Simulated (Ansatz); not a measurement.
# SiH4+ (doublet): wave-function methods side by side, def2-TZVPP

An exercise on one series of results from a longer session: the logs are not shown, and one member is left open.

Method: def2-TZVPP, core rule «outside noble gas», up to 5 orbitals frozen; program: Ansatz 0.2.0, Gaussian basis.

To be run: UHF; ROHF; CCSD(T) on UHF.

## The geometry

The geometry is a PBE0/def2-TZVP stationary point (not a proven minimum).

5 atoms, charge 1, spin multiplicity 2.

Atoms are counted from 1 here; the program's logs count them from 0.

Bond lengths: Si1–H2 1.538 Å, Si1–H3 1.538 Å, Si1–H4 1.538 Å, Si1–H5 1.538 Å. Angles: H2–Si1–H3 90.0°, H2–Si1–H4 90.0°, H2–Si1–H5 180.0°, H3–Si1–H4 180.0°, H3–Si1–H5 90.0°, H4–Si1–H5 90.0°.

Set-up of the first run:

in.yaml

```yaml
crystal:
  periodic: [false, false, false]
  atoms:
    - {symbol: Si, position_ang: [0.000000, 0.000000, 0.000000]}
    - {symbol: H, position_ang: [-0.011166, 1.090859, 1.083779]}
    - {symbol: H, position_ang: [-0.016843, -1.083830, 1.090736]}
    - {symbol: H, position_ang: [0.016843, 1.083830, -1.090736]}
    - {symbol: H, position_ang: [0.011166, -1.090859, -1.083779]}
basis:
  gaussian: {orbitals: def2-TZVPP}
total_charge: 1
magnetization: {spin_polarized: true, initial_magnetization: 1}
hamiltonian: {xc: hf}
output: {orbitals: {seedname: orbitals}}
```

Command:

```
$ ansatz run in.yaml --threads 1 --pin off --events-out ev --progress --plain --max-ram 2816MiB --backend cpu
```

Among the steps run: UHF; ROHF; CCSD(T) on UHF.

One table of the session follows, with a row left open; its other results are not shown here.

| method | from UCCSD(T) (kJ/mol) |
| --- | --- |
| ROHF | +440.3 |
| UHF | +408.5 |
| UMP2 | ? |
| UCCSD | +10.5 |
| UCCSD(T) | 0 |

**Question.** Estimate the row for UMP2.

**Answer.** from UCCSD(T) (kJ/mol): +91.5. In the column «from UCCSD(T) (kJ/mol)» it lies between UCCSD (+10.5) and UHF (+408.5).
